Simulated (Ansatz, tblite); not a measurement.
# The cluster Pb₂S+: rung by rung

One table from this session's results is given with a row withheld; the runs are named, their logs left out.

The runs use Ansatz 0.2.0, Gaussian basis; as each input shows.

Levels to be run: GFN1-xTB, GFN2-xTB, PBE-D4/def2-TZVP, r2SCAN-D4/def2-TZVP, r2SCAN0-D4/def2-TZVP, B3LYP-D4/def2-TZVP, BLYP-D4/def2-TZVP, LDA/def2-TZVP, CAM-B3LYP-D4/def2-TZVP, LC-ωPBE(0.10)/def2-TZVP, LC-ωPBE(0.15)/def2-TZVP, LC-ωPBE(0.20)/def2-TZVP, LC-ωPBE(0.30)/def2-TZVP, PBE-D4/def2-SVP, PBE0-D4/def2-SVP, CCSD(T)/def2-TZVPP, MP2/def2-TZVP, RPA/def2-TZVP.

### The geometry

The doublet was relaxed beforehand with PBE-D4/def2-TZVP. At that level it is the lowest of the isomers that a small search found.

3 atoms, charge 1, spin multiplicity 2.

Bond lengths: Pb1–S3 2.515 Å, Pb2–S3 2.515 Å. Angles: Pb1–S3–Pb2 84.5°.

Pb takes a core potential in the def2 sets. No spin-orbit coupling is included. The ion is computed in the gas phase, without counter-ions or solvent.

PBE0-D4/def2-TZVP was run before; its log isn't repeated, and its numbers join the tables.

The first run:

Tight binding, by tblite at 300 K electronic temperature and without a spin-polarisation term:

```python
tblite.interface.Calculator('GFN1-xTB', numbers, positions, charge=1, uhf=1).singlepoint()
```

Tight binding, by tblite at 300 K electronic temperature and without a spin-polarisation term:

```python
tblite.interface.Calculator('GFN2-xTB', numbers, positions, charge=1, uhf=1).singlepoint()
```

start.molden holds the orbitals of an earlier run on this state, given as this run's starting guess.

in.yaml

```yaml
crystal:
  periodic: [false, false, false]
  atoms:
    - {symbol: Pb, position_ang: [1.300740, -0.716878, 1.019535]}
    - {symbol: Pb, position_ang: [-0.573292, 1.612604, -0.562164]}
    - {symbol: S, position_ang: [-0.727448, -0.895726, -0.457381]}
basis:
  gaussian: {orbitals: def2-TZVP, initial_orbitals: start.molden}
total_charge: 1
magnetization: {spin_polarized: true, initial_magnetization: 1}
hamiltonian: {xc: pbe, dispersion: d4}
scf: {omitted_lower_state_checks: [starts]}
output: {forces: true, orbitals: {seedname: orbitals}}
```

The run is started by

```
$ ansatz run in.yaml --threads 4 --pin off --events-out ev --progress --plain --max-ram 3916MiB
```

Steps of the session up to this table: PBE-D4/def2-TZVP; r2SCAN-D4/def2-TZVP; r2SCAN0-D4/def2-TZVP; B3LYP-D4/def2-TZVP; BLYP-D4/def2-TZVP; LDA/def2-TZVP; CAM-B3LYP-D4/def2-TZVP; LC-ωPBE(0.10)/def2-TZVP; LC-ωPBE(0.15)/def2-TZVP; LC-ωPBE(0.20)/def2-TZVP; LC-ωPBE(0.30)/def2-TZVP; PBE-D4/def2-SVP; PBE0-D4/def2-SVP; CCSD(T)/def2-TZVPP; MP2/def2-TZVP; RPA/def2-TZVP.

One of the session's tables, all rows but one given; the rest of the session is left out.

```
                  level  HOMO (eV)  LUMO (eV)  gap (eV)
          LDA/def2-TZVP      -9.61      -9.06      0.55
        PBE-D4/def2-SVP      -9.46      -8.74      0.72
       PBE-D4/def2-TZVP      -9.43      -8.68      0.75
      BLYP-D4/def2-TZVP      -9.23      -8.65      0.58
    r2SCAN-D4/def2-TZVP      -9.75      -8.39      1.36
     B3LYP-D4/def2-TZVP     -10.00      -8.25      1.75
       PBE0-D4/def2-SVP     -10.23      -8.02      2.21
      PBE0-D4/def2-TZVP     -10.20      -7.95      2.25
   r2SCAN0-D4/def2-TZVP     -10.46      -7.76      2.70
 CAM-B3LYP-D4/def2-TZVP     -11.14      -7.11      4.04
LC-ωPBE(0.10)/def2-TZVP     -10.78      -7.33      3.44
LC-ωPBE(0.15)/def2-TZVP     -11.22      -6.82      4.40
LC-ωPBE(0.20)/def2-TZVP          ?          ?         ?
LC-ωPBE(0.30)/def2-TZVP     -11.97      -6.05      5.92
```

Estimate the missing values for LC-ωPBE(0.20)/def2-TZVP.

**Answer.** HOMO (eV): -11.54; LUMO (eV): -6.45; gap (eV): 5.08. In the column «HOMO (eV)» it lies between LC-ωPBE(0.30)/def2-TZVP (-11.97) and LC-ωPBE(0.15)/def2-TZVP (-11.22).
